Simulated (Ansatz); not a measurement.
**FHNSi+ (SMILES [NH+]#[Si]F): one structure at several levels**

How do the functionals fare away from a minimum? The structure is a structure displaced at random from a GFN2-xTB minimum.

Program: Ansatz 0.2.0, Gaussian basis. Level of theory: single points in def2-TZVPP. These are calculated values, not measurements.

Cores are frozen in the correlated methods.

### 1 Starting geometry

SMILES `[NH+]#[Si]F`, 4 atoms, charge 1, spin multiplicity 1.

Atoms are counted from 1 here; the program's logs count them from 0.

Bond lengths: N1–Si2 1.589 Å, N1–H4 1.013 Å, Si2–F3 1.539 Å. Angles: Si2–N1–H4 134.3°, N1–Si2–F3 172.1°.

Geometry (Å):

```xyz
4

N     0.7844   -0.2455   -0.5960
Si   -0.3062    0.2659    0.4404
F    -1.1981    0.8322    1.5600
H     0.7553   -0.8292   -1.4239
```

### 2 CCSD(T)/def2-TZVPP

run/in.yaml

```yaml
crystal:
  periodic: [false, false, false]
  atoms:
    - {symbol: N, position_ang: [0.784400, -0.245500, -0.596000]}
    - {symbol: Si, position_ang: [-0.306200, 0.265900, 0.440400]}
    - {symbol: F, position_ang: [-1.198100, 0.832200, 1.560000]}
    - {symbol: H, position_ang: [0.755300, -0.829200, -1.423900]}
basis:
  gaussian: {orbitals: def2-TZVPP}
total_charge: 1
correlation: {method: ccsd_t}
output: {forces: true}
```

The command line of these runs was not kept.

### 3 PBE0-D4/def2-TZVPP

Changes to run/in.yaml since step 2:

```diff
@@ -10,3 +10,3 @@
 total_charge: 1
-correlation: {method: ccsd_t}
-output: {forces: true}
+hamiltonian: {xc: pbe0, dispersion: d4}
+output: {forces: true, orbitals: {seedname: orbitals}}
```

### 4 wB97M-V/def2-TZVPP

Changes to run/in.yaml since step 3:

```diff
@@ -10,3 +10,3 @@
 total_charge: 1
-hamiltonian: {xc: pbe0, dispersion: d4}
-output: {forces: true, orbitals: {seedname: orbitals}}
+hamiltonian: {xc: {name: wB97M-V}}
+output: {forces: true}
```

### 5 r2SCAN-D4/def2-TZVPP

Changes to run/in.yaml since step 4:

```diff
@@ -10,3 +10,3 @@
 total_charge: 1
-hamiltonian: {xc: {name: wB97M-V}}
+hamiltonian: {xc: r2scan, dispersion: d4}
 output: {forces: true}
```

### 6 PBE-D4/def2-TZVPP

Changes to run/in.yaml since step 5:

```diff
@@ -10,3 +10,3 @@
 total_charge: 1
-hamiltonian: {xc: r2scan, dispersion: d4}
+hamiltonian: {xc: pbe, dispersion: d4}
 output: {forces: true}
```

### 7 revPBE-D4/def2-TZVPP

Changes to run/in.yaml since step 6:

```diff
@@ -10,3 +10,3 @@
 total_charge: 1
-hamiltonian: {xc: pbe, dispersion: d4}
+hamiltonian: {xc: {name: revPBE}, dispersion: d4}
 output: {forces: true}
```

### 8 SPW92/def2-TZVPP

Changes to run/in.yaml since step 7:

```diff
@@ -10,3 +10,3 @@
 total_charge: 1
-hamiltonian: {xc: {name: revPBE}, dispersion: d4}
+hamiltonian: {xc: lda}
 output: {forces: true}
```

(Steps that only read results are left out.)

Q: Predict the outcome of this session. Wanted: energy less free atoms, CCSD(T)/def2-TZVPP; RMS force component; RMS force error; HOMO and LUMO, PBE0-D4; T1 diagnostic.

The runs gave:

| quantity | value |
| --- | --- |
| energy less free atoms, CCSD(T)/def2-TZVPP | -4.063 eV |
| RMS force component | 0.862 to 1.170 eV/Å over the methods |
| RMS force error | PBE0-D4 0.336, wB97M-V 0.408, r2SCAN-D4 0.248, PBE-D4 0.330, revPBE-D4 0.371, SPW92 0.384 eV/Å |
| HOMO and LUMO, PBE0-D4 | -15.49 and -10.84 eV |
| T1 diagnostic | 0.022 |

**Reading.** Against CCSD(T) the functionals' energies less atoms differ by -3.145 to -0.184 eV, PBE-D4 by -1.125 eV. A larger basis would deepen the CCSD(T) value, while the functionals are nearly converged already, so the order here is not reliable. The forces of r2SCAN-D4 come nearest to CCSD(T), those of wB97M-V are farthest. Frozen-core CCSD(T) forces in triple zeta carry basis errors of their own, and this is one geometry, so small gaps rank nothing. The restricted Hartree–Fock reference is unstable towards an unrestricted one at one or more of these structures.
